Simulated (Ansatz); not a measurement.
Compare A (`C=CCC#CC`) with its isomer B (`CC1=CCC=C1`).

Computed with Ansatz on PBE0-D4/def2-TZVP structures; ΔE is electronic, products minus reactants. CCSD(T)/CBS adds triple-zeta CCSD(T) − MP2 to the extrapolated MP2 energy (def2 sets, frozen cores). Functionals use def2-TZVPP. B3LYP here is the variant with VWN-RPA as its local correlation; programs differ in this. One conformer a species, not always the lowest.

**Question.** Which is lower in electronic energy at CCSD(T)/CBS, and by how much? (Best estimate.)

**Answer.** Computed: B, by 141.6 kJ/mol.

**Question.** Give E(B) − E(A) in kJ/mol with PBE-D4, CCSD(T)/def2-TZVPP, r2SCAN-D4, PBE0-D4, MP2/def2-TZVPP, B3LYP, CCSD/def2-TZVPP. (Estimate.)

**Answer.** The calculation gave: PBE-D4 -155.2, CCSD(T)/def2-TZVPP -141.3, r2SCAN-D4 -154.5, PBE0-D4 -162.6, MP2/def2-TZVPP -146.9, B3LYP -126.8, CCSD/def2-TZVPP -136.9. None reverses the order clearly.

Largest T1 diagnostic: 0.011.

In def2-TZVPP, CCSD(T) changes the Hartree–Fock value by −27.0 kJ/mol (the triples alone add −4.4 kJ/mol) and MP2 by −32.6 kJ/mol. From PBE to PBE0 (25 % exact exchange), in def2-TZVPP and without D4, E(B) − E(A) moves by −8.5 kJ/mol.
